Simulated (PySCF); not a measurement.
Telling isomers of C5H9N apart by NMR

- structure optimised with GFN2-xTB
- J: B3LYP/pcJ-1 (spin–dipole term left out of most H,H and C,H couplings)
- shielding tensors at PBE0/pcSseg-1 (GIAO)
- code: PySCF 2.14
- non-relativistic, isolated molecule, averaged over atoms made equivalent by symmetry, fast rotation or ring inversion, one conformer

Shifts are taken against calculated references (same method and geometry level): $^{1}$H (σ = 31.72 ppm), $^{13}$C (σ = 186.93 ppm) against TMS. Multiplet labels drop J under 1 Hz and among equivalent protons, and merge close values. Unscaled 3J(H,H) run several per cent high. Where no couplings were computed, multiplicities follow the n + 1 count of equivalent neighbours, and m marks all less simple cases (inequivalent or close neighbours, rings, F or P nearby). Shifts are as computed. Against solution values, carbons near 30 ppm lie about +3 ppm off and those near 130 ppm about +5 ppm. Of 1211 compounds with measured shifts, 218 miss one by over three times the rms of a fit or turn the order of signals round; such compounds aren't used in these exercises. OH and NH positions are gas-phase values without hydrogen bonding to other molecules.

(1) Tabulate the signals of `C=N/C=C/CC`, `C=CN1CCC1`, `C#CC(C)(C)N` and their relative energies.

(2) What is the quickest way to tell C=N/C=C/CC from C=CN1CCC1?

(3) What is the quickest way to tell C=N/C=C/CC from C#CC(C)(C)N?

(4) What is the quickest way to tell C=CN1CCC1 from C#CC(C)(C)N?

## Answers

(1) 
```json
{"SMILES": "C=N/C=C/CC", "carbon types": "2×CH 2×CH2 1×CH3", "δC": "152.2, 151.0, 148.3, 29.7, 17.0", "δH": "7.50 (d, 1H), 7.06 (d, 1H), 6.82 (m, 1H), 6.66 (m, 1H), 2.27 (m, 2H), 1.16 (t, 3H)", "E rel. (kcal/mol)": "0.0"}
{"SMILES": "C=CN1CCC1", "carbon types": "1×CH 4×CH2", "δC": "148.0, 83.5, 52.3, 16.1", "δH": "6.08 (m, 1H), 3.88 (m, 1H), 3.73 (m, 4H), 3.56 (m, 1H), 2.14 (m, 2H)", "E rel. (kcal/mol)": "7.4"}
{"SMILES": "C#CC(C)(C)N", "carbon types": "2×C 1×CH 2×CH3", "δC": "97.4, 75.6, 45.1, 32.8", "δH": "1.82 (s, 1H), 1.36 (s, 6H), 1.19 (br s, 2H)", "E rel. (kcal/mol)": "16.0"}
```

Energies are electronic energies at PBE0/pcSseg-1 on these geometries, without zero-point or thermal terms, each for the one conformer computed, which needn't be the lowest.

(2) Count the carbon signals: 5 against 4. The first has a C=N carbon (CH2) at 152.2 ppm, the second a β carbon of an enol-ether or enamine type C=C (CH2) at 83.5 ppm. Their most deshielded carbons lie at 152.2 and 148.0 ppm. In the proton spectra the most deshielded non-exchanging signals are 7.50 (d, 1H) and 6.08 (m, 1H).

(3) Count the carbon signals: 5 against 4. The first has a C=N carbon (CH2) at 152.2 ppm, the second an alkyne carbon (C) at 97.4 ppm. In the proton spectra the most deshielded non-exchanging signals are 7.50 (d, 1H) and 1.82 (s, 1H).

(4) Both give the same number of carbon signals, but DEPT or the intensities differ. The first has an alkene carbon bearing nitrogen (CH) at 148.0 ppm, the second an alkyne carbon (C) at 97.4 ppm. In the proton spectra the most deshielded non-exchanging signals are 6.08 (m, 1H) and 1.82 (s, 1H).
